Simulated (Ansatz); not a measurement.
# Zr (model structure, started from the diamond type, Fd-3m, No. 227, 2 atoms in the cell): lattice parameter a by level of theory

No measured value is used here.

```
level (code)         value (Å)
-------------------  ---------
PBE (Ansatz)             6.289
PBEsol (Ansatz)            ___
PBE-D3(BJ) (Ansatz)      6.158
r²SCAN (Ansatz)          6.190
```

Question: Fill in the missing entries.

Answer: 
- PBEsol (Ansatz, an electronic-structure program), value (Å): 6.142

Ansatz's density-functional and Hartree–Fock values are scalar-relativistic unless marked +SOC, with PAW data made under PBE.

A model structure was made by putting elements into a prototype or built by hand; it is no filed structure, need not be a known phase, and can be a saddle point held by its symmetry.
